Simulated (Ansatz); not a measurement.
```xyz
7

C     0.0000    0.0000    0.2149
C     0.0000    0.0000    1.4331
C     0.0000    0.0000   -1.2465
H     0.0000    0.0000    2.4989
H     0.0000    1.0211   -1.6362
H     0.8843   -0.5106   -1.6362
H    -0.8843   -0.5106   -1.6362
```

Basis set: pcseg-2 (spherical functions). Charge 0, multiplicity 1.

Computed with Ansatz (development build ahead of 0.2.0); each method stands on the lowest determinant of its kind that the runs found. Restricted functionals stand beside restricted open-shell atoms, which can lie above the unrestricted atoms usual in DFT and then raise those values.

The atomization energy at this shape (free ground-state atoms in the same class of orbitals less the molecule, no zero-point energy) of singlet C₃H₄:

```json
{"method": "PBE (unrestricted)", "atomization energy": "721.13 kcal/mol"}
{"method": "PBE (restricted)", "atomization energy": "723.81 kcal/mol"}
```

(1) What does PBE0 (restricted) give?

Results:

(1) 711.40 kcal/mol.

The shape needn't be a minimum at these levels.
